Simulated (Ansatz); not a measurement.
Cost and result for the atomization energy of AlH$_{6}$NSi, SMILES `N[SiH2][AlH2]` (9 atoms, 8 bonds).

Z-matrix (Å, degrees):
```
Si
Al 1 2.458
N 1 1.731 2 109.3
H 1 1.503 2 109.4 3 -126.4
H 1 1.493 2 111.4 3 118.8
H 2 1.590 1 121.3 3 -164.1
H 2 1.593 1 120.4 3 16.9
H 3 1.008 1 120.2 2 178.6
H 3 1.007 1 119.2 2 -39.1
```

Total charge 0; spin multiplicity 1. The structure was optimised at the PBE0-D4/def2-TZVP level. It is one conformer, not always the lowest. Program: Ansatz. All runs use 2 threads of an AMD EPYC 7B13 on a shared host. Times are those of one run each, without the atoms' runs, and a repeat can differ threefold. Electronic energies, without spin–orbit coupling; frozen cores. CCSD(T)/CBS adds CCSD(T) − MP2 in def2-TZVPP to the MP2 limit, and its time is that of the two runs behind it. T1 = 0.011. HSE06 is the plane-wave form, built on full-range PBE exchange.

CCSD(T)/CBS is a level of theory with its own doubt, some kJ/mol a heavy atom from the limit and from the frozen cores, so smaller differences don't rank the functionals.

| level | functions | wall time | atomization (kJ/mol) | difference from CCSD(T)/CBS | per bond |
| --- | --- | --- | --- | --- | --- |
| LDA (SPW92)/def2-TZVPP | 199 | 1.1 s | 2864.9 | 276.6 | 34.6 |
| BLYP-D4/def2-TZVPP | 199 | 1.6 s | 2565.2 | -23.1 | -2.9 |
| CCSD(T)/def2-SVP | 80 | 1.9 s | 2382.7 | -205.6 | -25.7 |
| PBE-D4/def2-TZVPP (with forces) | 199 | 2 s | 2565.9 | -22.4 | -2.8 |
| BHLYP-D4/def2-TZVPP | 199 | 2.2 s | 2541.7 | -46.6 | -5.8 |
| HSE06-D4/def2-TZVPP | 199 | 2.6 s | 2546.1 | -42.2 | -5.3 |
| r2SCANh-D4/def2-TZVPP | 199 | 3.9 s | 2557.0 | -31.3 | -3.9 |
| B2PLYP/def2-TZVPP | 199 | 4.6 s | 2545.7 | -42.6 | -5.3 |
| B97M-V/def2-TZVPP | 199 | 6.5 s | 2610.2 | 21.9 | 2.7 |
| PBE-QIDH/def2-TZVPP | 199 | 6.5 s | 2533.1 | -55.2 | -6.9 |
| MP2/def2-QZVPP | 377 | 14 s | 2540.9 | -47.4 | -5.9 |
| CCSD(T)/def2-TZVPP | 199 | 40 s | 2509.4 | -78.9 | -9.9 |
| CCSD(T)/CBS(def2) | – | 54 s | 2588.3 | 0.0 | 0.0 |

Leaving LDA and LC-ωPBE aside and taking each functional with its dispersion term where it has one, the values, not all of them listed here, spread over 87.0 kJ/mol, from revPBE-D4 to B97M-V. LDA lies +313.9 kJ/mol from PBE without D4, its usual overbinding. From BLYP to BHLYP (50 % exact exchange), in def2-TZVPP and without D4, the atomization energy moves by −11.3 kJ/mol: exact exchange takes away binding that semilocal exchange gives to molecules. At CCSD(T), def2-SVP lies −205.6 kJ/mol from the extrapolated value and def2-TZVPP −78.9 kJ/mol: correlation converges slowly with the basis, and small sets miss more of it in the bonded molecule than in its fragments.
